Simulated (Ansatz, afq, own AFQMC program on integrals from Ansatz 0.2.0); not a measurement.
Two steps: Ansatz 0.2.0 writes the Fock matrix and Cholesky factors of the valence space, and afq projects on them the lowest state that overlaps trial and start.

```yaml
crystal:
  periodic: [false, false, false]
  atoms:
    - {symbol: Ge, position_ang: [0.000000, 0.000899, 0.685381]}
    - {symbol: Al, position_ang: [0.000000, 0.001025, -1.793332]}
    - {symbol: H, position_ang: [0.000000, 1.409025, 1.310315]}
    - {symbol: H, position_ang: [1.232737, -0.738751, 1.246452]}
    - {symbol: H, position_ang: [-1.232737, -0.738751, 1.246452]}
    - {symbol: H, position_ang: [0.000000, 1.358175, -2.617361]}
    - {symbol: H, position_ang: [0.000000, -1.381914, -2.574090]}
basis:
  gaussian: {orbitals: 6-31G}
magnetization: {spin_polarized: false}
correlation: {method: ccsd_t, electrons: outside_noble_gas, hamiltonian_folder: ham}
```

```sh
$ ansatz run in.yaml --threads 1 --pin off --events-out ev --progress --plain --max-ram 1382MiB
```

Options of the walk:

```
--method phaseless --trial cisd --walkers 80 --populations 1 --least-time 40 --time-step 0.005 --steps-per-block 50 --equilibration-blocks 28 --max-blocks 300 --target-error 0.00042 --factor-cut 1e-05 --seed 284 --release-times 0.24,0.51,0.99,1.62,2.4 --release-step 0.03 --release-every 4 --taylor-order 6
```

Times are imaginary, in 1/Eh. The walk had a cap of 535 s. Filled inner d shells are frozen with the cores.

afq prints:

```
orbitals 33  electrons 6 6  factors 276 of 549
reference energy -2319.77818746 Eh
CCSD correlation -0.12629612 Eh in 10 cycles, weight of the determinant in the CISD state 0.9059
energy of the start -2319.904484 Eh
 block  time / (1/Eh)  mean weight  energy / Eh
     1     0.250  0.9998  -2319.902995
     2     0.500  0.9998  -2319.902938
     3     0.750  1.0008  -2319.903131
     4     1.000  0.9997  -2319.903469
     5     1.250  0.9993  -2319.903834
     8     2.000  0.9991  -2319.905999
    13     3.250  0.9997  -2319.906693
    25     6.250  1.0012  -2319.906380
    37     9.250  1.0006  -2319.906049
    49    12.250  0.9999  -2319.908226
    61    15.250  1.0004  -2319.907266
    73    18.250  0.9996  -2319.907435
    85    21.250  0.9993  -2319.907146
    97    24.250  0.9992  -2319.905901
   109    27.250  1.0001  -2319.906252
   121    30.250  1.0002  -2319.905836
   133    33.250  0.9996  -2319.908461
   145    36.250  1.0002  -2319.905198
   157    39.250  1.0003  -2319.907208
   169    42.250  1.0004  -2319.909676
   173    43.250  0.9997  -2319.910543
   181    45.250  0.9997  -2319.906287
   185    46.250  0.9992  -2319.909464
blocks merged  error / Eh  count
     1  0.000129  160
     2  0.000169  80
     4  0.000218  40
     8  0.000247  20
    16  0.000311  10
released: time / (1/Eh)  energy / Eh  error  mean overlap
  0.24  -2319.907070  0.000236  0.9947
  0.51  -2319.907227  0.000161  0.9863
  0.99  -2319.907307  0.000130  0.9784
  1.62  -2319.907049  0.000160  0.9921
  2.40  -2319.907143  0.000199  0.9899
energy -2319.907244 +/- 0.000247 Eh
(rows thinned)
```

The run passed its tests (sampling time, drift between the halves within three errors, error under three times the target), which doesn't prove that it has relaxed.

Against this walk (error 6.7 meV) on the same determinant: CCSD(T) 22.1 meV higher. The error is statistical and leaves out the bias of the constraint. Released to 2.40 1/Eh the energy moves by 3 ± 9 meV (both errors), within twice the noise.

Cautions: constraint bias not in the error; no relativity below Rb; no spin-orbit coupling; inner d shell frozen.

The walk took 110 s on 1 thread of Arm Neoverse V2 (shared host). The log's last line is the phaseless energy.

A walk keeps the symmetry of its determinant, which the program's search chose and which needn't be the lowest solution, so a lower state of the same spin and another symmetry isn't excluded.
